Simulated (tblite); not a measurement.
Record of a relaxation.

Compound: C₄H₆NS (doublet state).
Numbering: `[H]/[N:1]=[C:2]1/[CH2:3][CH2:4][C@H:5]1[S:6]` (hydrogens: H7 on N1; H8, H9 on C3; H10, H11 on C4; H12 on C5)
Bond orders are those of one Lewis drawing.

Computed with GFN2-xTB (tblite), gas phase: L-BFGS steps from a force-field or distance-geometry start until the largest atomic force falls under 0.01 eV/Å. 5 of its 54 geometries are shown.

Step 0: E = -481.2647 eV, largest atomic force 4.340 eV/Å
```
atom  x, y, z in Å  |  force x, y, z in eV/Å
N1      2.063   -0.437   -0.357   -3.927  -0.122   0.041
C2      0.789   -0.198   -0.302    3.930  -0.720  -1.696
C3     -0.466   -1.014   -0.440    0.585  -0.829   0.557
C4     -1.008   -0.067    0.642   -0.128  -0.489  -0.024
C5     -0.112    0.962   -0.033   -0.249   1.385   0.230
S6      0.532    2.222    0.991    0.196   0.856   0.182
H7      2.747    0.291   -0.220   -0.249   0.330   0.184
H8     -0.378   -2.059   -0.161   -0.184  -0.206  -0.431
H9     -0.937   -0.788   -1.413    0.231  -0.666   0.484
H10    -0.552   -0.331    1.631   -0.946   0.236  -0.670
H11    -2.082    0.121    0.621    0.169  -0.030   0.438
H12    -0.595    1.297   -0.984    0.572   0.255   0.706
```

Step 13: E = -481.8519 eV, largest atomic force 0.329 eV/Å
```
atom  x, y, z in Å  |  force x, y, z in eV/Å
N1      1.993   -0.456   -0.450   -0.017   0.046  -0.120
C2      0.786   -0.182   -0.425   -0.002   0.076   0.214
C3     -0.426   -1.062   -0.420    0.038  -0.030   0.052
C4     -1.023   -0.078    0.603    0.059   0.162  -0.043
C5     -0.082    1.006    0.044    0.227   0.100  -0.216
S6      0.596    2.310    1.026    0.066  -0.115   0.219
H7      2.659    0.281   -0.238   -0.009   0.003  -0.075
H8     -0.257   -2.092   -0.123   -0.024  -0.047   0.033
H9     -0.961   -1.025   -1.369    0.034  -0.069   0.029
H10    -0.712   -0.327    1.617   -0.212  -0.035  -0.010
H11    -2.087    0.138    0.553    0.011  -0.061   0.025
H12    -0.485    1.488   -0.845   -0.170  -0.029  -0.108
```

Step 26: E = -481.9690 eV, largest atomic force 0.299 eV/Å
```
atom  x, y, z in Å  |  force x, y, z in eV/Å
N1      1.972   -0.364   -0.703   -0.041  -0.171  -0.025
C2      0.777   -0.159   -0.439    0.272  -0.118  -0.040
C3     -0.375   -1.109   -0.303   -0.027   0.075   0.042
C4     -1.117   -0.028    0.514   -0.025  -0.031   0.017
C5     -0.053    1.007    0.095   -0.159   0.053   0.164
S6      0.741    1.969    1.355   -0.008   0.098   0.095
H7      2.658    0.377   -0.611   -0.159   0.092  -0.072
H8     -0.126   -2.042    0.204   -0.053   0.104  -0.021
H9     -0.837   -1.343   -1.264   -0.007   0.055   0.113
H10    -1.096   -0.197    1.589    0.044  -0.128  -0.030
H11    -2.140    0.207    0.225    0.057  -0.046  -0.109
H12    -0.402    1.680   -0.686    0.106   0.016  -0.134
```

Step 40: E = -482.0065 eV, largest atomic force 0.040 eV/Å
```
atom  x, y, z in Å  |  force x, y, z in eV/Å
N1      1.938   -0.332   -0.863   -0.021   0.003   0.017
C2      0.793   -0.170   -0.416    0.005  -0.019  -0.035
C3     -0.347   -1.122   -0.226   -0.032   0.001   0.014
C4     -1.152   -0.009    0.469    0.012   0.034   0.011
C5     -0.020    0.995    0.170    0.009   0.011   0.008
S6      0.742    1.831    1.540   -0.013  -0.003   0.009
H7      2.572    0.461   -0.871   -0.014  -0.005   0.000
H8     -0.099   -1.985    0.388    0.003  -0.006   0.005
H9     -0.770   -1.470   -1.166    0.020  -0.009  -0.014
H10    -1.299   -0.173    1.535    0.022   0.006  -0.013
H11    -2.107    0.238    0.011    0.026  -0.009  -0.014
H12    -0.251    1.736   -0.598   -0.018  -0.004   0.013
```

Step 53: E = -482.0074 eV, largest atomic force 0.009 eV/Å
```
atom  x, y, z in Å  |  force x, y, z in eV/Å
N1      1.925   -0.325   -0.895    0.001   0.002  -0.003
C2      0.791   -0.169   -0.420   -0.006   0.000   0.002
C3     -0.341   -1.125   -0.210    0.003  -0.001  -0.001
C4     -1.157   -0.003    0.456   -0.002  -0.002  -0.004
C5     -0.014    0.995    0.181    0.001  -0.002   0.002
S6      0.744    1.783    1.581    0.005  -0.001  -0.001
H7      2.553    0.471   -0.922   -0.001   0.001   0.005
H8     -0.084   -1.966    0.432    0.000   0.008  -0.003
H9     -0.752   -1.510   -1.141   -0.002   0.001   0.001
H10    -1.338   -0.158    1.516    0.001   0.004   0.006
H11    -2.093    0.247   -0.038   -0.001  -0.005  -0.004
H12    -0.234    1.760   -0.565    0.002  -0.004   0.000
```

Problem. Summarise the path.

Solution. The energy falls by 0.7427 eV from step 0 to step 53; nine tenths of that is first reached at step 23. It falls at every step. The largest force goes from 4.340 to 0.009 eV/Å. Among the bonds N1=C2 changes most, from 1.298 to 1.239 Å; the atoms move by 0.605 Å rms after alignment.

Problem. Follow the three bonds and two angles with the largest change from start to end.

Solution. 
```
step  E above end (eV)  largest force (eV/Å)  N1=C2 (Å)  C2–C5 (Å)  C4–H10 (Å)  H8–C3–H9 (°)  S6–C5–H12 (°)
   0            0.7427                 4.340      1.298      1.493       1.120         117.3          116.2
   2            0.4404                 0.828      1.240      1.544       1.099         115.7          117.0
   5            0.2621                 0.487      1.238      1.550       1.083         110.9          113.7
   7            0.2094                 0.505      1.232      1.536       1.088         108.6          109.2
   9            0.1904                 0.228      1.239      1.541       1.092         108.6          107.3
  12            0.1656                 0.311      1.241      1.549       1.091         109.8          105.9
  14            0.1455                 0.273      1.237      1.534       1.088         110.6          105.8
  16            0.1256                 0.303      1.236      1.523       1.087         110.7          107.7
  18            0.1104                 0.203      1.239      1.535       1.086         110.1          109.7
  21            0.0852                 0.304      1.241      1.553       1.090         108.7          110.0
  23            0.0650                 0.344      1.239      1.539       1.095         108.2          109.3
  25            0.0472                 0.302      1.239      1.525       1.092         108.5          108.7
  28            0.0269                 0.249      1.241      1.544       1.086         109.0          108.4
  30            0.0177                 0.213      1.238      1.549       1.084         108.8          108.5
  32            0.0102                 0.159      1.240      1.537       1.090         108.4          108.4
  35            0.0042                 0.095      1.240      1.538       1.089         109.0          108.4
  37            0.0024                 0.084      1.240      1.539       1.088         109.1          108.3
  39            0.0011                 0.051      1.240      1.537       1.088         108.8          108.2
  41            0.0006                 0.036      1.239      1.537       1.088         108.7          108.2
  44            0.0003                 0.028      1.239      1.538       1.087         108.6          108.3
  46            0.0002                 0.019      1.239      1.537       1.088         108.7          108.3
  48            0.0002                 0.019      1.239      1.537       1.088         108.7          108.3
  51            0.0000                 0.018      1.239      1.537       1.087         108.7          108.3
  53            0.0000                 0.009      1.239      1.538       1.087         108.7          108.3
```

The cost below is that of the whole relaxation. Hardware: an Arm Neoverse V1 with one thread (shared host). Cost: 0.29 s.
